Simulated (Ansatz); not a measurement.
The first iterations of a band of AlCl2H + H (5 atoms, charge 0, multiplicity 2).

The calculation used UKS BHLYP/cc-pVDZ in Ansatz 0.2.0.

```yaml
movable_images: 7
climbing_image: yes
spring: 20.0 eV/Å²
optimiser: quadratic models (default)
start_path: through a guess of the saddle point
force_threshold: 0.05 eV/Å
iteration_limit: 60
end_points: relaxed
```

First end point:

```xyz
5
Properties=species:S:1:pos:R:3
Al -0.016 0.000 -0.227
Cl -0.046 0.000 1.881
H 1.329 0.000 -1.008
Cl -1.867 0.000 -1.240
H 0.020 0.000 5.329
```

Last end point:

```xyz
5
Properties=species:S:1:pos:R:3
Al -0.043 0.000 -0.618
Cl -0.047 0.000 3.663
H 1.300 0.000 -1.484
Cl -1.856 0.000 -1.769
H 0.067 0.000 4.943
```

| iteration | highest image above the first end (eV) | largest band force component (eV/Å) |
| --- | --- | --- |
| 1 | 1.250 | 3.962 |
| 2 | 1.331 | 2.370 |
| 3 | 1.031 | 8.308 |
| 4 | 0.856 | 1.011 |

Q: Does the band converge within its limit, and where does its top end?

A: The run converged. It ended after 12 iterations with the highest image 1.032 eV above the first end. Another band between the same ends (7 images) ends at a top of the same energy, where a vibrational analysis finds 2 clearly imaginary modes.

The run took 2.6 min on 2 threads of Arm Neoverse V1, on a shared host, peak memory 0.17 GiB.
